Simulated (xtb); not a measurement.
Harmonic IR lines of one isomer of C₃H₃N, unscaled. Method: xtb with GFN2-xTB.

wavenumber (cm⁻¹): 217 (vw), 321 (vw), 555 (w), 675 (w), 905 (w), 992 (m), 1661 (w), 2377 (vs), 3054 (w), 3104 (w), 3134 (m)

Task: Which structure gives these lines?
(A) `C=CC#N`
(B) `C=C=C=N`
(C) `C#CN=C`
(D) `N=c1cc1`

Result: A, `C=CC#N`
